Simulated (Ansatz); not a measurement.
BH2ClO (SMILES OBCl): methods side by side

BH2ClO has 5 atoms, charge 0, and is taken as a singlet. SMILES: `OBCl`. The shape was relaxed beforehand at B3LYP/def2-SVP. This is one conformer, not always the lowest.

Each level gives the adiabatic electron affinity (to the doublet anion, shapes relaxed at B3LYP/def2-SVP, no zero-point term) (eV). The values are calculated.

The electron affinity is E(neutral) − E(anion): positive where the electron is bound.

```json
{"level": "HF/def2-TZVPP", "kind": "Hartree–Fock", "program": "Ansatz", "value (eV)": "-1.45", "CPU time (all runs)": "2.3 s"}
{"level": "PBE/def2-TZVPP", "kind": "GGA", "program": "Ansatz", "value (eV)": "-0.87", "CPU time (all runs)": "4.2 s"}
{"level": "r2SCAN/def2-TZVPP", "kind": "meta-GGA", "program": "Ansatz", "value (eV)": "-0.82", "CPU time (all runs)": "9.6 s"}
{"level": "B3LYP/def2-TZVPP", "kind": "global hybrid", "program": "Ansatz", "value (eV)": "-0.88", "CPU time (all runs)": "5.6 s"}
{"level": "PBE0-D4/def2-TZVPP", "kind": "global hybrid", "program": "Ansatz", "value (eV)": "-0.89", "CPU time (all runs)": "5.4 s"}
{"level": "wB97M-V/def2-TZVPP", "kind": "range-separated hybrid", "program": "Ansatz", "value (eV)": "-1.09", "CPU time (all runs)": "21 s"}
{"level": "MP2/def2-TZVPP", "kind": "perturbation theory", "program": "Ansatz", "value (eV)": "-1.13", "CPU time (all runs)": "3.3 s"}
```

The values span -1.45 to -0.82 eV. Negative values mean that the anion is unbound at that level; they are set by how diffuse the basis is and aren't properties of the molecule, whose anion may well be bound. In so small a basis fixed costs decide the times, and correlated methods can beat functionals. CPU times are rough (shared hosts, several kinds of processor and program).
